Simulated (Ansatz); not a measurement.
Cost and result for the atomization energy of Al2FH3, SMILES `[F][AlH][AlH2]` (6 atoms, 5 bonds).

Cartesian coordinates in Å:
```
F 1.455 -1.193 -1.637
Al -0.030 -0.735 -1.056
Al -0.046 0.756 1.081
H -1.259 -1.284 -1.902
H -1.421 1.244 1.719
H 1.300 1.212 1.795
```

The species carries charge 0 and has multiplicity 1. All single points use the PBE0-D4/def2-TZVP geometry. Program: Ansatz. All runs use 2 threads of an Intel Xeon Platinum 8375C on a shared host. Times are those of one run each, without the atoms' runs, and a repeat can differ threefold. Electronic energies, without spin–orbit coupling; frozen cores. CCSD(T)/CBS extrapolates def2-TZVPP and def2-QZVPP, and its time is that of the two runs behind it. T1 = 0.013. B3LYP takes the VWN-RPA correlation (the form of Gaussian; ORCA's B3LYP/G). HSE06 is the plane-wave form, built on full-range PBE exchange.

CCSD(T)/CBS is a level of theory with its own doubt, some kJ/mol a heavy atom from the limit and from the frozen cores, so smaller differences don't rank the functionals.

```csv
level,functions,wall time
LDA (SPW92)/def2-TZVPP,157,0.75 s
CCSD(T)/def2-SVP,65,0.8 s
BLYP-D4/def2-TZVPP,157,1.3 s
PBE-D4/def2-TZVPP (with forces),157,1.4 s
PBE0-D4/def2-TZVPP,157,1.6 s
HSE06-D4/def2-TZVPP,157,1.8 s
B3LYP-D4/def2-TZVPP (with forces),157,2 s
r2SCANh-D4/def2-TZVPP,157,2.2 s
PBE-QIDH/def2-TZVPP,157,2.7 s
ωB97M-V/def2-TZVPP (with forces),157,5.5 s
CCSD(T)/def2-TZVPP,157,9.5 s
CCSD(T)/def2-QZVPP,287,11 min
CCSD(T)/CBS(def2),–,11 min
```

Task: What atomization energy does each give, and how far from CCSD(T)/CBS? (Best estimate.)

Result: Computed: 
```
                            level  atomization (kcal/mol)  difference from CCSD(T)/CBS  per bond
           LDA (SPW92)/def2-TZVPP                   422.8                         33.6       6.7
                 CCSD(T)/def2-SVP                   361.9                        -27.3      -5.5
               BLYP-D4/def2-TZVPP                   379.7                         -9.5      -1.9
  PBE-D4/def2-TZVPP (with forces)                   379.4                         -9.8      -2.0
               PBE0-D4/def2-TZVPP                   375.8                        -13.4      -2.7
              HSE06-D4/def2-TZVPP                   375.8                        -13.4      -2.7
B3LYP-D4/def2-TZVPP (with forces)                   382.4                         -6.8      -1.4
            r2SCANh-D4/def2-TZVPP                   383.0                         -6.2      -1.2
              PBE-QIDH/def2-TZVPP                   378.4                        -10.8      -2.2
 ωB97M-V/def2-TZVPP (with forces)                   383.8                         -5.4      -1.1
               CCSD(T)/def2-TZVPP                   378.1                        -11.1      -2.2
               CCSD(T)/def2-QZVPP                   385.0                         -4.2      -0.8
                CCSD(T)/CBS(def2)                   389.2                          0.0       0.0
```

From r2SCAN to r2SCAN0 (25 % exact exchange), in def2-TZVPP and without D4, the atomization energy moves by −6.3 kcal/mol: exact exchange takes away binding that semilocal exchange gives to molecules. The D4 term adds +3.0 kcal/mol with B3LYP and +1.6 kcal/mol with PBE0; it sums over pairs of atoms, weighted by their polarisabilities, and B3LYP, whose exchange is more repulsive, gets the larger term. At CCSD(T), def2-SVP lies −27.3 kcal/mol from the extrapolated value and def2-TZVPP −11.1 kcal/mol: correlation converges slowly with the basis, and small sets miss more of it in the bonded molecule than in its fragments.
